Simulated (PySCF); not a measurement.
The numbers are results of B3LYP-D3(BJ)/def2-TZVP (PySCF), not measurements. Gas-phase values, no solvent. One relaxed conformer stands for a flexible species; it need not be the lowest. B3LYP has the VWN-RPA correlation part, as in Gaussian. Delta-SCF ions had no search for a lower state. Excitations are Tamm–Dancoff values on a coarser integration grid. The basis has no diffuse functions, so Rydberg states are missing or too high.

Reference species (SMILES): `C(C)=C` (neutral, multiplicity 1).

```json
{
  "vertical ionisation energy (Delta-SCF)": "9.78 eV",
  "HOMO": "-7.15 eV",
  "brightest of the four lowest singlets (TDA)": "7.97 eV",
  "S1–T1 gap (TDA)": "2.94 eV"
}
```

After one change: the vertical ionisation energy (Delta-SCF) rises by 0.32 eV; the HOMO falls by 0.33 eV; the brightest of the four lowest singlets (TDA) is nearly the same; the S1–T1 gap (TDA) rises by 0.05 eV.

Question: Name the change that produced these shifts. The new species is one of these.
(A) `C=CCCF` (C–C–C–C torsion 116°, C–C–C–F torsion 176°)
(B) `C=CCC=S` (C–C–C–C torsion -118°, C–C–C–S torsion 126°)
(C) `[C-]#[N+]CC=C`
(D) `C=CCF` (C–C–C–F torsion 0°)

Answer: D, `C=CCF` (C–C–C–F torsion 0°)
